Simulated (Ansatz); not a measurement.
Born–Oppenheimer molecular dynamics of ClH₇Si₂ (10 atoms, charge 0, multiplicity 1). It starts at the highest image of a converged band. Of that band: Neighbouring images differ by up to 3.3 eV, so the band resolves the path poorly. A vibrational analysis at the climbing image gives one clearly imaginary mode, 1708i cm⁻¹: a first-order saddle point.

All numbers below come from Ansatz, RHF/def2-SVP.

| Property | Result |
| --- | --- |
| ensemble | NVE (velocity Verlet) |
| time step | 0.5 fs |
| steps asked | 200 |
| starting velocities drawn for | 300 K |
| seed | 6740 |

First frame:

```xyz
10
Properties=species:S:1:pos:R:3
Si -0.017 0.133 0.017
H 0.793 -0.613 1.292
H 0.936 -0.511 -0.890
Cl -0.891 1.522 -1.428
H -1.269 -0.330 0.619
Si 0.905 2.375 1.105
H 1.744 2.325 2.327
H 1.672 2.933 -0.019
H -0.356 3.083 1.381
H 0.869 0.561 1.261
```

Task: How far do the bonds stretch over the last three quarters of this one trajectory? (Pairs bonded in most of those frames.)

Result: 
| bond | mean (Å) | spread (Å) | shortest | longest |
| --- | --- | --- | --- | --- |
| Si1–H2 | 1.489 | 0.064 | 1.36 | 1.61 |
| Si1–H3 | 1.481 | 0.031 | 1.43 | 1.55 |
| Si1–Cl4 | 2.249 | 0.215 | 1.90 | 2.50 |
| Si1–H5 | 1.483 | 0.039 | 1.42 | 1.56 |
| Si6–H7 | 1.487 | 0.013 | 1.46 | 1.51 |
| Si6–H8 | 1.481 | 0.038 | 1.41 | 1.54 |
| Si6–H9 | 1.487 | 0.055 | 1.40 | 1.57 |
| Si6–H10 | 1.496 | 0.081 | 1.34 | 1.66 |

Mean temperature of the second half: 3212 K. The conserved energy stayed within 0.22 meV per atom of its start (net change 0.087 meV per atom), so the integration is sound. The kinetic energy rose, since the run started high on the potential surface and went downhill. It ends in pieces (ClH3Si + H4Si), so much of that is their flight and rotation, not heat. A run of 0.1 ps of so small a system gives no equilibrium averages. The orbitals stay closed-shell, which can raise the energy where a bond breaks towards radicals; this wasn't checked here.

The run took 4.3 min on 1 thread of Arm Neoverse V2 (shared host), peak memory 0.16 GiB.
